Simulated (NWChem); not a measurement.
# A calculation on methylamine (CH5N)

```xyz
7

C     -0.0874     0.6904     0.0000
N      0.1968    -0.7279     0.0000
H      0.3730     1.1640    -0.8817
H      0.3730     1.1640     0.8817
H     -1.1606     0.9771     0.0000
H     -0.2194    -1.1763    -0.8133
H     -0.2194    -1.1763     0.8133
```
Charge 0, spin multiplicity 1.

Everything below was run with NWChem. The geometry was optimised at PBE0/def2-SVP, a minimum by its harmonic frequencies.

The correlated methods keep 2 core orbitals frozen. The stability of the SCF solutions was not checked. Open-shell Hartree-Fock references start from PBE0 orbitals.

Worked example. At MP2/def2-TZVP the parent has a total energy of -95.64294 Ha and the doublet with one electron less, at the same geometry, -95.28402 Ha. The vertical ionisation energy is their difference.

ΔE = -95.28402 − (-95.64294) = 0.35892 Ha. Times 27.2114 eV/Ha this is 9.77 eV, or 942 kJ/mol; λ = 1239.84/9.77 = 126.9 nm. No relaxation of the ion's geometry and no zero-point term enter.
